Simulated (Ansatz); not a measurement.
Task: Name a neutral molecule of B, C, O and H with size of the dipole moment (B3LYP/def2-TZVPP) between 2.45 and 2.75 D and HOMO energy (PBE0/def2-TZVPP) between -8.35 and -8.05 eV (Ansatz, PBE0-D4/def2-TZVP geometry).

Result: `BCO` (2.59 D, -8.33 eV). Other molecules can fit too; these were computed, each in one conformer that needn't be the lowest.

B3LYP here is the variant with VWN-RPA as its local correlation; programs differ in this.
